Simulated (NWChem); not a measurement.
System: SiH₂ cation, doublet

Input file for NWChem:

```
start job
memory heap 200 mb stack 900 mb global 1100 mb
charge 1
geometry units angstroms
  Si     0.000000     0.000000     0.178272
  H      1.289027     0.000000    -0.570238
  H     -1.289027     0.000000    -0.570238
end
basis spherical
  Si library 6-31+g*
  H library 6-31+g*
end
dft
  odft
  mult 2
  xc b3lyp
  iterations 150
end
driver
  maxiter 120
end
task dft optimize
task dft freq
```

Parts of the log:

```
             Northwest Computational Chemistry Package (NWChem) 7.3.0
             --------------------------------------------------------

 C2V symmetry detected

                             Geometry "geometry" -> ""
                             -------------------------

 Output coordinates in angstroms (scale by  1.889725989 to convert to a.u.)

  No.       Tag          Charge          X              Y              Z
 ---- ---------------- ---------- -------------- -------------- --------------
    1 Si                  14.0000     0.00000000     0.00000000     0.09356375
    2 H                    1.0000     1.28902700     0.00000000    -0.65494625
    3 H                    1.0000    -1.28902700     0.00000000    -0.65494625

 Effective nuclear repulsion energy (a.u.)      10.1455982416

      Symmetry information
      --------------------

 Group name             C2v
 Group number             16
 Group order               4
 No. of unique centers     2

                                Z-matrix (autoz)
                                --------

 Units are Angstrom for bonds and degrees for angles

      Type          Name      I     J     K     L     M      Value
      ----------- --------  ----- ----- ----- ----- ----- ----------
    1 Stretch                  1     2                       1.49059
    2 Stretch                  1     3                       1.49059
    3 Bend                     2     1     3               119.71439

                           NWChem Geometry Optimization
                           ----------------------------

 maximum gradient threshold         (gmax) =   0.000450
 rms gradient threshold             (grms) =   0.000300
 maximum cartesian step threshold   (xmax) =   0.001800
 rms cartesian step threshold       (xrms) =   0.001200
 fixed trust radius                (trust) =   0.300000
 source of zmatrix                         =   autoz

          -------------------
          Energy Minimization
          -------------------

 Using diagonal initial Hessian
 Scaling for Hessian diagonals: bonds = 1.00  angles = 0.25  torsions = 0.10

          --------
          Step   0

                                 NWChem DFT Module
                                 -----------------

 Summary of "ao basis" -> "ao basis" (spherical)
 ------------------------------------------------------------------------------
       Tag                 Description            Shells   Functions and Types
 ---------------- ------------------------------  ------  ---------------------
 Si                         6-31+g*                 10       22   5s4p1d
 H                          6-31+g*                  2        2   2s

      Symmetry analysis of basis
      --------------------------

        a1         13
        a2          1
        b1          7
        b2          5

            General Information
            -------------------
          SCF calculation type: DFT
          Wavefunction type:  spin polarized.
          No. of atoms     :     3
          No. of electrons :    15
           Alpha electrons :     8
            Beta electrons :     7
          Charge           :     1
          Spin multiplicity:     2
          Use of symmetry is: on ; symmetry adaption is: on
          Maximum number of iterations: 150
          AO basis - number of functions:    26
                     number of shells:    14
          Convergence on energy requested:  1.00D-06
          Convergence on density requested:  1.00D-05
          Convergence on gradient requested:  5.00D-04

              XC Information
              --------------
                         B3LYP Method XC Potential
                     Hartree-Fock (Exact) Exchange  0.200
                        Slater Exchange Functional  0.800 local
                    Becke 1988 Exchange Functional  0.720 non-local
              Lee-Yang-Parr Correlation Functional  0.810
                  VWN I RPA Correlation Functional  0.190 local

             Grid Information
             ----------------
          Grid used for XC integration:  medium
          Radial quadrature: Mura-Knowles
          Angular quadrature: Lebedev.
          Tag              B.-S. Rad. Rad. Pts. Rad. Cut. Ang. Pts.
          ---              ---------- --------- --------- ---------
          Si                  1.10       88           9.0       590
          H                   0.35       45           8.0       434
          Grid pruning is: on
          Number of quadrature shells:   133
          Spatial weights used:  Erf1

      Superposition of Atomic Density Guess
      -------------------------------------

 Sum of atomic energies:        -289.81424329

 Renormalizing density from      16.00 to     15

      Non-variational initial energy
      ------------------------------

 Total energy =    -278.167946
 1-e energy   =    -395.151741
 2-e energy   =     106.838197
 HOMO         =      -0.582336
 LUMO         =      -0.493186

   Symmetry analysis of molecular orbitals - initial alpha
   -------------------------------------------------------

  Numbering of irreducible representations:

     1 a1          2 a2          3 b1          4 b2

  Orbital symmetries:

     1 a1          2 a1          3 b1          4 a1          5 b2
     6 a1          7 b1          8 a1          9 b2         10 a1
    11 b1         12 a1         13 b1         14 a1         15 b2
    16 a1         17 b1         18 a1

[...]

      ----------------------
      Optimization converged
      ----------------------

  Step       Energy      Delta E   Gmax     Grms     Xrms     Xmax
  ---- ---------------- -------- -------- -------- -------- --------
@    2    -290.28118341 -2.4D-08  0.00002  0.00002  0.00014  0.00026
                                     ok       ok       ok       ok

                                Z-matrix (autoz)
                                --------

 Units are Angstrom for bonds and degrees for angles

      Type          Name      I     J     K     L     M      Value     Gradient
      ----------- --------  ----- ----- ----- ----- ----- ---------- ----------
    1 Stretch                  1     2                       1.49259   -0.00002
    2 Stretch                  1     3                       1.49259   -0.00002
    3 Bend                     2     1     3               119.22087   -0.00001

                         Geometry "geometry" -> "geometry"
                         ---------------------------------

 Output coordinates in angstroms (scale by  1.889725989 to convert to a.u.)

  No.       Tag          Charge          X              Y              Z
 ---- ---------------- ---------- -------------- -------------- --------------
    1 Si                  14.0000     0.00000000     0.00000000     0.09793628
    2 H                    1.0000     1.28752082     0.00000000    -0.65713251
    3 H                    1.0000    -1.28752082     0.00000000    -0.65713251

 Effective nuclear repulsion energy (a.u.)      10.1324863508

      Symmetry information
      --------------------

 Group name             C2v
 Group number             16
 Group order               4
 No. of unique centers     2

                Final and change from initial internal coordinates
                --------------------------------------------------

                                Z-matrix (autoz)
                                --------

 Units are Angstrom for bonds and degrees for angles

      Type          Name      I     J     K     L     M      Value       Change
      ----------- --------  ----- ----- ----- ----- ----- ---------- ----------
    1 Stretch                  1     2                       1.49259    0.00200
    2 Stretch                  1     3                       1.49259    0.00200
    3 Bend                     2     1     3               119.22087   -0.49352

[...]

 Rotational Constants
 --------------------
 A=  15.726269 cm-1  ( 22.626087 K)
 B=   5.045177 cm-1  (  7.258723 K)
 C=   3.819754 cm-1  (  5.495651 K)

 Temperature                      =   298.15K
 frequency scaling parameter      =   1.0000

 Zero-Point correction to Energy  =    7.658 kcal/mol  (  0.012203 au)
 Thermal correction to Energy     =    9.467 kcal/mol  (  0.015087 au)
 Thermal correction to Enthalpy   =   10.059 kcal/mol  (  0.016030 au)

 Total Entropy                    =   49.204 cal/mol-K
   - Translational                =   36.112 cal/mol-K (mol. weight =  29.9926)
   - Rotational                   =   12.957 cal/mol-K (symmetry #  =        2)
   - Vibrational                  =    0.135 cal/mol-K

 Cv (constant volume heat capacity) =    6.454 cal/mol-K
   - Translational                  =    2.979 cal/mol-K
   - Rotational                     =    2.979 cal/mol-K
   - Vibrational                    =    0.495 cal/mol-K

[normal modes left out]

 ----------------------------------------------------------------------------
 Normal Eigenvalue ||           Projected Infra Red Intensities
  Mode   [cm**-1]  || [atomic units] [(debye/angs)**2] [(KM/mol)] [arbitrary]
 ------ ---------- || -------------- ----------------- ---------- -----------
    1       -0.000 ||    0.000792           0.018         0.772       0.482
    2        0.000 ||    0.027710           0.639        27.013      16.854
    3        0.000 ||    0.003548           0.082         3.459       2.158
    4        0.000 ||    0.003548           0.082         3.459       2.158
    5        0.000 ||    0.032903           0.759        32.075      20.012
    6        0.000 ||    0.033358           0.770        32.519      20.289
    7      910.739 ||    0.044366           1.024        43.250      26.984
    8     2181.353 ||    0.001246           0.029         1.215       0.758
    9     2266.995 ||    0.000500           0.012         0.487       0.304
 ----------------------------------------------------------------------------
```

Level: B3LYP/6-31+G* (spherical d), spin-unrestricted. In the optimisation the excess spin sits in a1 (C2v, its own frame). No stability test was run on the SCF state.
